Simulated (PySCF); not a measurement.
Atoms are numbered as in `[CH3:1][C:2]([F:3])([F:4])[C:5]#[N:6]`; H(Xn) means a hydrogen on atom n.

GIAO PBE0/pcSseg-1 shifts (PySCF, gas phase, non-relativistic, equivalent atoms averaged), each against references optimised in the same way as the molecule (TMS, CFCl3, NH3).

On the GFN2-xTB geometry: C5 117.9, C2 115.5, C1 29.8, F3/F4 -106.7, N6 311.6, H(C1) 2.02 ppm.

Q: What changes on the PBE0-D3(BJ)/def2-SVP geometry?

A: 
```tsv
atoms	δ (ppm)	change
C5	118.8	+0.9
C2	111.4	-4.1
C1	27.4	-2.4
F3/F4	-104.4	+2.3
N6	312.1	+0.5
H(C1)	1.83	-0.19
```

Unscaled 19F shifts against computed CFCl3 carry errors that often reach 10 to 50 ppm.

Bonds between heavy atoms that differ most (equivalent bonds averaged): C2–C5 1.469 → 1.487 Å, C1–C2 1.520 → 1.505 Å, C5–N6 1.140 → 1.155 Å, C2–F3 1.363 → 1.350 Å. Mean change of bonds to hydrogen: C–H +0.010 Å.
